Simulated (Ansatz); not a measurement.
Geometry optimisation, RKS CAM-B3LYP-D4/6-31G in Ansatz 0.2.0.

Input file:

```yaml
crystal:
  periodic: [false, false, false]
  atoms:
    - { symbol: Si, position_ang: [0.0, 0.0, 0.0] }
    - { symbol: O, position_ang: [0.0, 0.0, 1.68] }
    - { symbol: C, position_ang: [-1.1112, -0.3437, 2.4945] }
    - { symbol: H, position_ang: [-1.814, -0.9775, 1.9143] }
    - { symbol: H, position_ang: [-0.7584, -0.9037, 3.3856] }
    - { symbol: H, position_ang: [-1.6313, 0.5809, 2.8212] }
    - { symbol: H, position_ang: [1.3768, 0.0, -0.4862] }
    - { symbol: H, position_ang: [-0.6877, 1.1914, -0.4862] }
    - { symbol: H, position_ang: [-0.6877, -1.1914, -0.4862] }
basis:
  gaussian: { orbitals: "6-31G" }
hamiltonian:
  xc: cam_b3lyp
  dispersion: d4
relax:
  f_tol: 0.02
  max_steps: 40
```

Command:

```bash
$ ansatz run input.yaml --threads 1 --pin off --max-ram 2048MiB --backend cpu --events-out ev --progress --plain --runs-dir out
```

Problem. Where does it end, and by what steps?

Solution. The forces met the threshold. Limits of this set-up: no polarisation functions. After 7 steps the energy has fallen by 0.137 eV; H4 moved furthest, 0.35 Å.

| step | energy less start (eV) | largest force component (eV/Å) | accepted |
| --- | --- | --- | --- |
| 0 | 0.0000 | 1.005 | yes |
| 1 | -0.0993 | 0.555 | yes |
| 2 | -0.1174 | 0.133 | yes |
| 3 | -0.1300 | 0.117 | yes |
| 4 | -0.1066 | 0.774 | no |
| 5 | -0.1347 | 0.062 | yes |
| 6 | -0.1348 | 0.165 | yes |
| 7 | -0.1367 | 0.003 | yes |

```xyz
9
Properties=species:S:1:pos:R:3
Si -0.001 -0.002 -0.026
O 0.050 -0.293 1.673
C -1.115 -0.379 2.508
H -1.779 -1.194 2.193
H -0.774 -0.578 3.524
H -1.684 0.560 2.505
H 1.417 0.009 -0.480
H -0.659 1.316 -0.327
H -0.770 -1.084 -0.733
```

Whether the end is a true minimum wasn't checked by a vibrational analysis.

Run time: 11 s on 1 thread of Intel(R) Xeon(R) 6975P-C (Granite Rapids), with other jobs on the host, peak memory 0.14 GiB.
